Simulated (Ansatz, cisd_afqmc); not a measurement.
Species: CH3, charge -1, singlet. CH3- (SMILES [CH3-]).
B3LYP-D3(BJ)/def2-TZVP minimum from Ansatz (an electronic-structure program):
```
C
H 1 1.1128
H 1 1.1128 2 104.47
H 1 1.1128 2 104.47 3 -109.46
```
Charge -1, spin multiplicity 1.

Total energies in aug-cc-pVTZ, 8 correlated electrons, 1 frozen orbitals. Open shells are spin-unrestricted; no spin-orbit coupling. Cores are frozen in correlated methods. No relativity. AFQMC is phaseless with a CISD trial state; ± is one standard error, without the phaseless bias. Outlying blocks are dropped, and bars are widened where a walk drifts. Over all cases where full CI ran beside it in this data, AFQMC minus full CI had a median of +0.1 mEh and passed +0.4 mEh in a tenth of the cases.

| method | program | energy (Eh) | minus CCSDT(Q) (mEh) |
|---|---|---|---|
| HF | Ansatz | -39.52217 | 241.37 |
| MP2 | Ansatz | -39.73916 | 24.38 |
| CCSD | Ansatz | -39.75276 | 10.78 |
| CCSD(T) | Ansatz | -39.76266 | 0.88 |
| CCSDT(Q) | Ansatz | -39.76354 | 0.00 |
| AFQMC/CISD | cisd_afqmc | -39.7630 ± 0.0004 | 0.6 ± 0.4 |

Rough core times of Ansatz's runs on a shared machine: CCSD(T) under 20 s, CCSDT(Q) 5 min.
